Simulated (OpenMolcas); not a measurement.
**A ladder of methods for [SiH3]+ (SMILES [SiH3+])**

The species is [SiH3]+ (4 atoms), meant as a singlet with charge +1. As SMILES, `[SiH3+]`. The coordinates come from a PBE0-D4/def2-TZVP relaxation.

```xyz
4

Si    0.0000    0.0000    0.0000
H     0.6869    0.6754    1.1130
H    -0.1184   -1.4672   -0.0099
H    -0.5685    0.7917   -1.1031
```

Each level gives the energy change with the Si1–H2 bond stretched from 1.472 to 3.238 Å (eV). The values are calculated.

| level | kind | program | value (eV) | less CCSD(T)/aug-cc-pVTZ | CPU time (all runs) |
| --- | --- | --- | --- | --- | --- |
| SVWN5/aug-cc-pVTZ (restricted) | LDA | OpenMolcas | 4.13 | +0.23 | 36 s |
| revPBE/aug-cc-pVTZ (restricted) | GGA | OpenMolcas | 4.17 | +0.27 | 46 s |
| M06-L/aug-cc-pVTZ (restricted) | meta-GGA | OpenMolcas | 4.63 | +0.73 | 59 s |
| TPSS/aug-cc-pVTZ (restricted) | meta-GGA | OpenMolcas | 4.48 | +0.58 | 56 s |
| M06-2X/aug-cc-pVTZ (restricted) | hybrid meta-GGA | OpenMolcas | 4.88 | +0.98 | 48 s |
| PBE0/aug-cc-pVTZ (restricted) | global hybrid | OpenMolcas | 4.67 | +0.77 | 42 s |
| B2PLYP/aug-cc-pVTZ (restricted) | double hybrid | OpenMolcas | 4.60 | +0.70 | 36 s |
| CCSD(T)/aug-cc-pVTZ (Cholesky decomposition) (restricted) | coupled cluster or CI | OpenMolcas | 3.90 | 0.00 | 2.4 min |

CCSD(T)/aug-cc-pVTZ (Cholesky decomposition) (restricted) is the highest level here, not the true value. At this stretch a single reference begins to fail. The first shape isn't each level's own minimum. The values span 3.90 to 4.88 eV. Times are those of the runs behind each value, whatever else they computed, on shared processors of several kinds: orders of magnitude only.
